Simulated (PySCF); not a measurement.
A GIAO shielding run with PySCF 2.14.0 with density-fitted response routines (density fitting, non-relativistic, gas phase) on SMILES CCS(=O)(=O)Cl, C₂H₅ClO₂S:

```
$ OMP_NUM_THREADS=1 python probes_run.py task.json out

{"job": {"kind": "nmr", "xc": "LC-wPBE", "basis": "pcSseg-2", "pop": false}, "charge": 0, "multiplicity": 1}
C     -1.748217     4.910877     1.210361
C     -0.659244     4.466296     2.156101
S      0.987134     4.639430     1.471230
O      1.002031     4.147837     0.110430
O      1.958499     4.206750     2.450377
Cl     1.111400     6.738946     1.367846
H     -2.729067     4.721038     1.669268
H     -1.689952     4.357945     0.262899
H     -1.667986     5.985657     0.995697
H     -0.695803     3.387346     2.381766
H     -0.629356     5.017423     3.106912
```

Hardware: 1 thread of an AMD EPYC 9R45 96-Core, shared host.

Question: How large is the calculation?

Answer: 66 electrons, 300 basis functions and 875 auxiliary functions.

Question: How long does it take, and how much memory does it need?

Answer: 49 s of wall time, with 14 SCF cycles and 7 response iterations; peak memory 1.2 GiB. Times on a shared host scatter by some tens of per cent.

Question: And these other runs on the same molecule and hardware: GIAO shielding at B97-2/pcSseg-2; GIAO shielding at BHandHLYP/pcSseg-2; GIAO shielding at CAM-B3LYP/pcSseg-2; GIAO shielding at WP04/pcSseg-2; GIAO shielding at wB97X-D/pcSseg-2?

Answer: B97-2/pcSseg-2: 300 functions, 27 s; BHandHLYP/pcSseg-2: 300 functions, 26 s; CAM-B3LYP/pcSseg-2: 300 functions, 37 s; WP04/pcSseg-2: 300 functions, 28 s; wB97X-D/pcSseg-2: 300 functions, 35 s.
